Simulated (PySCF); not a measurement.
Ar: ionisation energy

Ar [Ar] (1S) → Ar⁺ [Ne] 3s2 3p5 (2P), as a difference of total energies. All numbers are calculated (PySCF 2.14, scalar relativity by spin-free X2C-1e, in x2c-QZVPPall). Correlated levels: valence: [Ne] frozen. The calculations carry no spin-orbit coupling.

| method | ionisation energy (eV) |
| --- | --- |
| UHF | 14.530 |
| MP2 (valence) | 15.800 |
| SCS-MP2 (valence) | 15.710 |
| CCSD (valence) | 15.633 |
| CCSD(T) (valence) | 15.692 |

Question: How much does correlation contribute at CCSD(T) (valence)?

Answer: 15.692 − (14.530) = 1.162 eV, measured against UHF.

Errors of the correlated levels include the incompleteness of this basis and the frozen core.

For comparison: 15.819 eV (measured; NIST levels, between the centres of gravity of the two terms).
